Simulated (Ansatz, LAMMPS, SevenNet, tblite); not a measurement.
**Zinc-blende CdSe, lattice constant a**

Reference value: 6.077 Å (measured, room temperature, no zero-point or thermal correction, our sources range from 6.052 to 6.084; as tabulated in arXiv:1206.3780).

```csv
level (code),value (Å),difference (%)
"ionic model fan2014 (rigid ions, LAMMPS)",6.074,-0.05
IPEA1-xTB (tblite),5.972,-1.73
SevenNet-l3i5,6.210,+2.19
PBE (Ansatz),6.196,+1.96
Hartree–Fock (Ansatz),6.300,+3.67
```

Leaving aside IPEA1-xTB (doubt noted below): The reference is not for a static lattice or low temperature, so close values are not ranked against it. Off by more than 1.25 %, or 1.75 % on the side where a correction would as a rule narrow the miss (bounds picked here): Hartree–Fock (+3.67 %), SevenNet-l3i5 (+2.19 %), PBE (+1.96 %).

The measured value isn't corrected to a static lattice, so vibrations enter the comparison. A static lattice is as a rule a little smaller than the measured one.  IPEA1-xTB: this parameter set was refitted to ionisation energies, not structures. IPEA1-xTB: the run uses a supercell at the zone centre in place of a k mesh. Hartree–Fock: the cell is over a tenth larger than the published one: the level's own overestimate first of all, though another phase or state, or a fault of the published cell, is possible. Cutoffs and k meshes differ between the levels. Ansatz's density-functional and Hartree–Fock values are scalar-relativistic unless marked +SOC, with PAW data made under PBE.

Empirical potentials (ionic model fan2014) are fitted to chosen data: where that held the value shown, agreement is built in, and what lay outside the fit can be far off. Machine-learned potentials (SevenNet-l3i5) are trained on DFT data: a solid inside that data is no test of them.

Differences are worked out from the printed values.

Ansatz is a first-principles code.
